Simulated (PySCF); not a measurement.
**Adiabatic ionisation energy: calculation against experiment**

Computed at ωB97X-D3(BJ)/ma-def2-TZVP // PBE0-D3(BJ)/ma-def2-SVP with PySCF (density fitting, grid level 2). Zero-point energies come from unscaled PBE0-D3(BJ)/ma-def2-SVP harmonic frequencies.

| molecule | computed / eV | measured / eV | difference |
| --- | --- | --- | --- |
| silyl radical, `[SiH3]` (SiH3•, doublet) | 8.11 | 8.13 | -0.02 |
| `CSC` (C2H6S) | 8.64 | 8.69 | -0.05 |
| `C1=CCCCC1` (C6H10) | 8.69 | 8.95 | -0.26 |
| methanethiol, `CS` (CH4S) | 9.42 | 9.44 | -0.02 |
| acrylamide, `C=CC(N)=O` (C3H5NO) | 9.47 | 9.55 | -0.08 |
| 2-butynal, `CC#CC=O` (C4H4O) | 10.03 | 10.28 | -0.25 |
| 3,3,3-trifluoropropene, `C=CC(F)(F)F` (C3H3F3) | 10.95 | 10.90 | 0.05 |
| `N=C=O` (CHNO) | 11.60 | 11.60 | 0.01 |

Measured values: NIST Chemistry WebBook, evaluated or the median of agreeing entries. Mean signed difference -0.08 eV, mean absolute 0.09 eV, over these rows.

**Question.** What do calculation and experiment give for hse(.), `[SeH]` (SeH•, doublet)?

**Answer.** Computed 9.89 eV, measured 9.82 eV.

Differences come from unrounded values, so a last digit can differ from that of the printed terms.
